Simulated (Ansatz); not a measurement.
**NH3O (triplet): the correlation ladder at distance O1–H3 along a hydrogen transfer = 1.362 Å, cc-pVDZ**

Aim: climb from Hartree-Fock through coupled cluster and multireference methods for NH3O (triplet) at one geometry and basis, and see what each rung misses.

Computed with Ansatz 0.2.0, Gaussian basis. Level: cc-pVDZ, core rule «outside noble gas», up to 2 orbitals frozen.

To be run: UHF; CCSD(T) on ROHF; CCSD(T) on UHF; BCCD(T) on ROHF; CISD; CCSDT(Q) on ROHF; CCSDT(Q) on UHF; CASSCF and MRCISD+Q, 4 electrons in 4 orbitals; CASSCF and NEVPT2, 4 electrons in 4 orbitals; CASSCF and NEVPT2, 14 electrons in 11 orbitals.

10 further runs of the same task are left out: 9 that didn't finish, 1 set aside as unsound or not needed.

### 1 The geometry

The geometry derives from fragments relaxed apart (PBE0/def2-TZVP) and kept rigid, so it is no stationary point. A hydrogen atom is moved between rigid fragments.

5 atoms, charge 0, spin multiplicity 3.

Atoms are counted from 1 here; the program's logs count them from 0.

Bond lengths: O1–H2 0.960 Å, H3–N4 1.201 Å, N4–H5 1.040 Å. Angles: H3–N4–H5 105.0°.

### 2 UHF

The input, in.yaml:

```yaml
crystal:
  periodic: [false, false, false]
  atoms:
    - {symbol: O, position_ang: [-1.207247, 0.002370, 0.000000]}
    - {symbol: H, position_ang: [-1.456556, 0.928945, 0.000000]}
    - {symbol: H, position_ang: [0.154753, 0.002370, 0.000000]}
    - {symbol: N, position_ang: [1.355753, 0.002370, 0.000000]}
    - {symbol: H, position_ang: [1.624835, -1.001857, 0.000000]}
basis:
  gaussian: {orbitals: cc-pVDZ}
magnetization: {spin_polarized: true, initial_magnetization: 2}
hamiltonian: {xc: hf}
output: {orbitals: {seedname: orbitals}}
```

Run with:

```
$ ansatz run in.yaml --threads 1 --pin off --events-out ev --progress --plain --max-ram 2393MiB
```

The runs that follow: CCSD(T) on ROHF; CCSD(T) on UHF; BCCD(T) on ROHF; CISD; CCSDT(Q) on ROHF; CCSDT(Q) on UHF; CASSCF and MRCISD+Q, 4 electrons in 4 orbitals; CASSCF and NEVPT2, 4 electrons in 4 orbitals; CASSCF and NEVPT2, 14 electrons in 11 orbitals.

Before running them: what should the planned runs give, taken together? Wanted: UCCSDT(Q) below the RHF energy; RMP2 from UCCSDT(Q); UMP2 from UCCSDT(Q); RCCSD from UCCSDT(Q); RCCSD(T) from UCCSDT(Q); UCCSD(T) from UCCSDT(Q); RCCSDT(Q) from UCCSDT(Q); NEVPT2 pair from UCCSDT(Q); MRCISD+Q pair from UCCSDT(Q).

**Answer**, as computed:

```
                         quantity                      value
   UCCSDT(Q) below the RHF energy                -10.2069 eV
              RMP2 from UCCSDT(Q)              +128.9 kJ/mol
              UMP2 from UCCSDT(Q)              +121.3 kJ/mol
             RCCSD from UCCSDT(Q)               +25.6 kJ/mol
          RCCSD(T) from UCCSDT(Q)                +5.5 kJ/mol
          UCCSD(T) from UCCSDT(Q)                +5.0 kJ/mol
         RCCSDT(Q) from UCCSDT(Q)                +0.1 kJ/mol
       NEVPT2 pair from UCCSDT(Q)              +102.8 kJ/mol
     MRCISD+Q pair from UCCSDT(Q)               +17.7 kJ/mol
    NEVPT2 valence from UCCSDT(Q)              +115.8 kJ/mol
levels within 1 kcal/mol (43 meV)  RCCSDT, UCCSDT, RCCSDT(Q)
                    T1 diagnostic                      0.056
   effectively unpaired electrons                       2.03
```

What this shows: RCCSD(T) misses by +5.5 kJ/mol, 0.6 % of the correlation energy. The occupations are near whole numbers, but T1 = 0.056 shows that the orbitals relax strongly. Of the multireference levels listed MRCISD+Q pair comes nearest in total energy (+17.7 kJ/mol), which doesn't show that its space is the better one. These misses are within one basis, not against nature; the frozen cores of restricted and unrestricted runs differ, which can shift their rows.
